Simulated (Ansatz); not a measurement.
**SiH3S+ (SMILES [SiH2]=[SH+]): one structure at several levels**

The task here is to estimate one member of a computed series from the others.

Method: single points in def2-TZVPP; program: Ansatz 0.2.0, Gaussian basis.

Correlated methods freeze the cores.

## Where the work starts

SMILES `[SiH2]=[SH+]`, 5 atoms, charge 1, spin multiplicity 1.

Atoms are counted from 1 here; the program's logs count them from 0.

Bond lengths: Si1–S2 2.005 Å, Si1–H3 1.439 Å, Si1–H4 1.430 Å, S2–H5 1.485 Å. Angles: S2–Si1–H3 126.9°, S2–Si1–H4 122.2°, H3–Si1–H4 110.9°, Si1–S2–H5 93.2°.

As a file:

```xyz
5
H3SSi
Si   -0.3646   -0.4746   -0.0728
S     1.1744    0.5267    0.7322
H    -0.7763   -1.8183    0.2348
H    -1.2468    0.1227   -1.0272
H     1.0064    1.6866   -0.1799
```

The first run:

Contents of run/in.yaml:

```yaml
crystal:
  periodic: [false, false, false]
  atoms:
    - {symbol: Si, position_ang: [-0.364563, -0.474631, -0.072814]}
    - {symbol: S, position_ang: [1.174376, 0.526748, 0.732250]}
    - {symbol: H, position_ang: [-0.776252, -1.818297, 0.234826]}
    - {symbol: H, position_ang: [-1.246837, 0.122736, -1.027176]}
    - {symbol: H, position_ang: [1.006411, 1.686593, -0.179920]}
basis:
  gaussian: {orbitals: def2-TZVPP}
total_charge: 1
hamiltonian: {xc: pbe, dispersion: d4}
output: {forces: true}
```

On the command line:

```sh
> ansatz run in.yaml --threads 2 --pin off --events-out ev --progress --plain --max-ram 3481MiB
```

Among the steps run: PBE-D4/def2-TZVPP; r2SCAN-D4/def2-TZVPP; PBE0-D4/def2-TZVPP; wB97M-V/def2-TZVPP; CCSD(T)/def2-TZVPP.

One table of the session follows, with a row left open; its other results are not shown here.

| method | RMS force component (eV/Å) | angle to CCSD(T) forces (°) |
| --- | --- | --- |
| PBE-D4 | 0.876 | 10.4 |
| r2SCAN-D4 | ? | ? |
| PBE0-D4 | 0.924 | 7.2 |
| wB97M-V | 0.925 | 5.7 |
| CCSD(T) | 0.944 | reference |

**Question.** Estimate the row for r2SCAN-D4.

The run gave: RMS force component (eV/Å): 0.905; angle to CCSD(T) forces (°): 4.7. In the column «RMS force component (eV/Å)» it lies between PBE-D4 (0.876) and PBE0-D4 (0.924).

Caveats from the session: The reference is not at the basis limit: in triple zeta CCSD(T) underbinds, which counts against methods that bind more; the gaps are no ranking.
